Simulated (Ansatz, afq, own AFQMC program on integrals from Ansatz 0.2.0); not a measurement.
Atomization energy of C₂H₉FGeOSi, singlet

```yaml
atoms:
  - { symbol: C, position_ang: [-1.9437, 1.6500, -0.2308] }
  - { symbol: O, position_ang: [-0.8284, 0.8002, -0.2602] }
  - { symbol: Si, position_ang: [-0.8095, -0.8176, 0.0660] }
  - { symbol: F, position_ang: [-1.1993, -1.0489, 1.6300] }
  - { symbol: C, position_ang: [0.9143, -1.4129, -0.2276] }
  - { symbol: Ge, position_ang: [2.2998, -0.1003, 0.2521] }
  - { symbol: H, position_ang: [-2.8062, 1.2211, -0.7732] }
  - { symbol: H, position_ang: [-2.2598, 1.8647, 0.8043] }
  - { symbol: H, position_ang: [-1.6766, 2.6017, -0.7140] }
  - { symbol: H, position_ang: [-1.8725, -1.5103, -0.7150] }
  - { symbol: H, position_ang: [1.0455, -1.6708, -1.2913] }
  - { symbol: H, position_ang: [1.0810, -2.3338, 0.3546] }
  - { symbol: H, position_ang: [2.0133, 0.4995, 1.6396] }
  - { symbol: H, position_ang: [3.6671, -0.8135, 0.2931] }
  - { symbol: H, position_ang: [2.3532, 1.0203, -0.7979] }
```

Atoms in their ground-state spins without spin–orbit coupling (mostly on UHF) minus the molecule (RHF), without zero-point energy. The geometry is a stationary point, not shown to be a minimum.

Basis def2-SVP. Only valence electrons are correlated. Integrals, coupled cluster, full CI and functionals: Ansatz 0.2.0; the random walks run on the same integrals in our own AFQMC program. ph-AFQMC/CISD is guided by a CISD state made of CCSD amplitudes; releasing the constraint for a short imaginary time cuts its bias at the price of noise, slowly where states lie close. ± is one standard error of the sampling. No spin–orbit coupling. The errors of all members are added in quadrature.

No full CI on the walks' own integrals is used here. The released AFQMC energy serves as the reference, which it does only where one determinant dominates, the energy is flat over the last release times and near the phaseless one (40 meV or 2 meV an electron, half that with transition metals). On small molecules, where full CI could be run and the noise was under 10 meV, such values lay within 10 meV of it in 19 cases of 20, a flattering rate, since the rule was set on those same cases; what remains of the bias isn't in the error bar. Each member takes its own surest rung, up to full CI.

The best estimate is CCSD(T) at the basis-set limit (CBS: def2-TZVPP and def2-QZVPP, with their diffuse functions for anions and beside diffuse sets, MP2 extrapolated, CCSD(T) minus MP2 from TZVPP) plus the step from CCSD(T) to AFQMC with the constraint released in def2-SVP. Rows without CBS are in def2-SVP, the functionals in def2-TZVP; B2PLYP and the wave-function rows carry a basis error of their own. Core correlation and relativity beyond core potentials are missing, and ± holds the sampling alone.

Cautions: inner d shell frozen; no relativity below Rb; no spin-orbit coupling; C₂H₉FGeOSi (singlet): the released value is read at 0.90 1/Eh with a noise of 25 meV, more than in the cases checked (meV from the phaseless value at times in 1/Eh: -2 ± 19 at 0.21, -1 ± 25 at 0.42, -29 ± 28 at 0.63, 5 ± 25 at 0.90); other spins of the molecule weren't checked.

```json
{"level": "PBE", "atomization energy (kcal/mol)": "1292.6"}
{"level": "PBE0", "atomization energy (kcal/mol)": "1277.4"}
{"level": "B3LYP", "atomization energy (kcal/mol)": "1275.1"}
```

(1) From these cheaper values, estimate the atomization energy at the level of the best estimate.

(1) 1296.8 ± 0.6 kcal/mol (best estimate, highest rung released AFQMC).

```csv
level,atomization energy (kcal/mol),error against the best estimate (kcal/mol)
HF,961.4,-335.4 ± 0.6
MP2,1227.9,-68.8 ± 0.6
CCSD,1207.4,-89.3 ± 0.6
CCSD(T),1217.5,-79.2 ± 0.6
ph-AFQMC/CISD,1218.7 ± 0.4,-78.1 ± 0.7
released AFQMC,1218.2 ± 0.6,-78.6
HF/CBS,965.0,-331.7 ± 0.6
MP2/CBS,1310.0,13.2 ± 0.6
CCSD(T)/CBS,1296.0,-0.7 ± 0.6
r2SCAN,1292.2,-4.5 ± 0.6
wB97M-V,1292.6,-4.2 ± 0.6
B2PLYP,1270.7,-26.0 ± 0.6
```

Correlation beyond CCSD(T) changes it by less than twice the noise. Going to the basis-set limit adds 78.5 kcal/mol at CCSD(T). The perturbative (T) step is worth +10.1 kcal/mol.

Best estimates are given only where the step beyond CCSD(T) is under 0.3 eV and no member's determinant is very poor (T1 over 0.05, or 0.07 for open shells, ⟨S²⟩ too high by 0.3, two states mixed), so the hardest cases are missing from such tables.

The functionals ran in a triple-zeta set and keep a basis error of their own, a few kJ/mol for each bond in atomization energies and more for double hybrids, so close places among them and the extrapolated levels can swap.

Each member of a difference takes its own highest rung, so a best estimate needn't equal the limit plus the step of one row. Released energies are given only where the last usable release times agree within the noise; a slower fall can still hide under it.
